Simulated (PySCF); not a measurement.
Saddle point of Si2H6S, closed shell (Si₂H₆S ([SiH3][SiH2][SH]) → Si₂H₄ ([SiH][SiH3]) + H₂S (still joined by a long Si–S bond); bonds formed: S2–H3; bonds broken: Si1–H3; bonds weakened to dative contacts: Si1–S2), PBE0-D4/def2-TZVP structure:

Si1  (-1.055, -0.622, 0.129)
S2  (1.253, -1.611, 0.009)
H3  (-0.143, -1.916, -0.568)
H4  (-1.060, -0.613, 1.634)
Si5  (-0.146, 1.474, -0.430)
H6  (1.010, -2.518, 0.969)
H7  (0.863, 1.954, 0.555)
H8  (-1.233, 2.487, -0.536)
H9  (0.512, 1.367, -1.762)
(Å)

Energies are electronic, without zero-point energy. Barriers and step energies count from the start structure reached by relaxing down the imaginary mode; all methods use the PBE0-D4 structures, on which another method's saddle can fall below an end. Program: PySCF 2.14 with density fitting (its default auxiliary sets; JK sets also for MP2 and CCSD(T)). Basis: def2-TZVPP, with def2-QZVPP for the basis limit. Cores are frozen in the correlated methods. B3LYP uses VWN-RPA correlation. Extrapolation: Hartree–Fock as exp(−7.88 √X), correlation as X^−2.97.

```
   method  barrier (kJ/mol)  step energy (kJ/mol)
    SPW92             210.7                 178.2
   PBE-D4                 ?                 182.4
r2SCAN-D4                 ?                 203.9
  PBE0-D4             246.2                 197.5
 B3LYP-D4                 ?                 198.8
 BHLYP-D4             279.2                 215.1
  wB97M-V             259.9                 198.8
       HF             326.4                 240.6
      MP2             265.8                 213.9
     CCSD             273.2                 210.9
  CCSD(T)             260.4                 205.6
```

Question: Fill in the withheld barriers. (An estimate is asked for; the value comes from the calculation.)

Answer: Computed: B3LYP-D4 247.8; r2SCAN-D4 242.9; PBE-D4 219.1 kJ/mol. Each is the energy of the saddle less that of the start structure, by the same method.

For comparison, the barrier by CCSD(T) at an estimated basis limit (MP2 extrapolated from triple and quadruple zeta, plus CCSD(T) − MP2 in triple zeta) is 261.0 kJ/mol.

No T1 diagnostic of these runs exceeds 0.017. The restricted Hartree–Fock reference is unstable towards an unrestricted one at one or more of these structures.

Losses and insertions of silylenes and their heavier kin drive the gas-phase chemistry of silicon and germanium vapour deposition.

Labels in which every atom is bracketed show which atoms are joined, not bond orders.

For scale, one of the runs: CCSD(T)/def2-TZVPP, 210 basis functions, launched by `OMP_NUM_THREADS=4 python run.py`. The run took 6.1 min on 4 CPU threads of an Arm Neoverse V2 (shared host), with 2.3 GiB of host memory at its peak.
